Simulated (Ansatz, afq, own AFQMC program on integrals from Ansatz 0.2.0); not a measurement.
## Where AFQMC and coupled cluster stand for B2H, quartet

```yaml
atoms:
  - { symbol: B, position_ang: [-0.5444, 0.0000, 0.4819] }
  - { symbol: B, position_ang: [0.5184, 0.0000, -0.6054] }
  - { symbol: H, position_ang: [0.2792, 0.0000, 1.3244] }
```

Connectivity, by distances: BH–B.

Basis 6-31G. Only valence electrons are correlated. Integrals, coupled cluster, full CI and functionals: Ansatz 0.2.0; the random walks run on the same integrals in our own AFQMC program. ph-AFQMC/CISD is guided by a CISD state made of CCSD amplitudes; releasing the constraint for a short imaginary time cuts its bias at the price of noise, slowly where states lie close. Uncertainties: one standard error, sampling alone.

Determinant: UHF, the one that the program's search chose, which needn't be the lowest solution. The geometry is a point of a scan.

Full CI on the same integrals is exact in this basis and with this determinant's frozen core.

Cautions: lower spins were not checked.

```
T1 diagnostic                               : 0.0345
weight of the determinant in the CISD state : 0.916
⟨S²⟩ of the determinant                     : 3.766
size of the correlated space                : 7 electrons in 18 orbitals
```

```tsv
level	correlation energy (eV)
MP2	-1.6890
CCSD	-2.3142
CCSD(T)	-2.3806
```

(1) Estimate where full CI lies against CCSD(T) on the same integrals.

(1) 2.7 kJ/mol below CCSD(T).

Reference: full CI, correlation energy -2.408 eV. The released energy is read at 2.40 1/Eh (meV from the phaseless value at times in 1/Eh: -3.4 ± 1.7 at 0.24, -5.5 ± 1.5 at 0.51, -6.7 ± 1.2 at 0.99, -8.4 ± 1.1 at 1.62, -9.1 ± 1.1 at 2.40).

| level | E − E(reference) (kJ/mol) | share of correlation (%) |
| --- | --- | --- |
| CCSD(T) | 2.7 | 98.84 |
| CCSDT | 0.4 | 99.83 |
| CCSDT(Q) | 0.1 | 99.97 |
| CCSDTQ | 0.0 | 99.99 |
| ph-AFQMC/CISD | 1.0 ± 0.2 | 99.55 |
| released AFQMC | 0.2 ± 0.1 | 99.93 |

CCSDT and higher add their correlation energy to the determinant of the CCSD(T) run, since their own runs factorise the integrals more tightly (a shift of under 2 meV). A walk keeps the symmetry of its determinant, which the program's search chose and which needn't be the lowest solution, so a lower state of the same spin and another symmetry isn't excluded. Released energies are given only where the last usable release times agree within the noise; a slower fall can still hide under it.
